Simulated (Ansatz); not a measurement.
Relaxed structures of Si2H3S, doublet (PBE0-D4/def2-TZVP; forces vanish, vibrations not checked; lower isomers may exist, and structures with a doubtful reference or unclear bonds are left out; Å). Computed with Ansatz 0.2.0 (basis: def2-TZVPP); correlated methods freeze the cores; orbitals are unrestricted.

Problem. Rank them by CCSD(T) energy, lowest first, and give each one's height above the lowest. Links in brackets join atoms within 1.22 times the sum of their covalent radii (1.1 for two metals). (Judge from chemistry; the value comes from the calculation.)
A.
Si₂H₃S ([SiH3][Si][S])
```
6
angstrom
Si -0.4438 0.3572 -0.9346
Si 0.3019 -0.2326 1.2661
S 1.0025 1.2984 2.2666
H -0.9562 -0.8433 -1.6428
H -1.5268 1.3627 -0.7890
H 0.7157 0.9248 -1.6685
```
B.
Si₂H₃S ([SiH2][SiH][S])
```
6
angstrom
Si -0.6397 0.1115 -0.9246
Si 0.6551 -0.1945 0.8870
S 1.2782 1.2713 2.0217
H -1.1488 -1.0070 -1.7522
H -1.1226 1.4529 -1.3130
H 0.9778 -1.6342 1.0811
```
C.
a complex of Si₂HS ([SiH][Si][S]) + H₂
```
6
angstrom
Si -1.1873 0.4696 -1.3497
Si 0.0584 1.0001 0.4204
S 1.2031 1.2136 1.9618
H -0.3922 -0.7236 -0.6925
H 1.5643 -2.0133 1.2447
H 1.4498 -2.6474 0.8665
```

Solution. The calculation gives: A (0.00 kcal/mol), B (7.79 kcal/mol), C (33.63 kcal/mol). Heights count from the lowest.

The T1 diagnostic stays at or below 0.026. ⟨S²⟩ of the unrestricted Hartree–Fock references: 0.77 to 0.80 (a pure state has 0.75). The unrestricted reference is spin-contaminated, which hurts MP2 most.

For scale, one of the runs: CCSD(T)/def2-TZVPP, 168 basis functions, launched by `ansatz run in.yaml --threads 2 --pin off --events-out ev --progress --plain --max-ram 4352MiB`. The run took 83 s on 2 CPU threads of an Arm Neoverse V1 (shared host), with 2.8 GiB of host memory at its peak.
